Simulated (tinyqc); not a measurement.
Inside a calculation. Method: UHF in the sto-6g basis, for LiH, spin multiplicity 3. One step of it, computed by the program tinyqc.

Task: Iteration 2: DIIS coefficients. Solve [B -1; -1 0][c; lambda] = [0; -1] for the coefficients, which sum to one.

B (overlaps of the stored error matrices):
```
               1              2
1  4.7770210e+00  2.2347678e-01
2  2.2347678e-01  8.9950501e-02
```

Give: DIIS coefficients.

Result:

DIIS coefficients: -0.0302  1.0302
